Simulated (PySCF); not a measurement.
NO, SMILES [N]=O (connectivity only; charge and spin as stated), charge +1, multiplicity 1. Atoms are numbered in the order given.

```xyz
2

N      0.0000     0.0000    -0.5620
O      0.0000     0.0000     0.4918
```
Charge +1, spin multiplicity 1.

Geometry: PBE0-D3(BJ)/def2-TZVPD.

All values below come from PBE0-D3(BJ)/def2-TZVPD (PySCF).

Harmonic, unscaled wavenumbers; measured fundamentals usually lie a few per cent lower.

| mode | ν (cm⁻¹) | IR (km/mol) | Raman (Å⁴/amu) | depolarisation | moving atoms (share of kinetic energy) |
|---|---|---|---|---|---|
| 1 | 2528 | 28.6 | 10.2 | 0.12 | N 53 %, O 47 % |
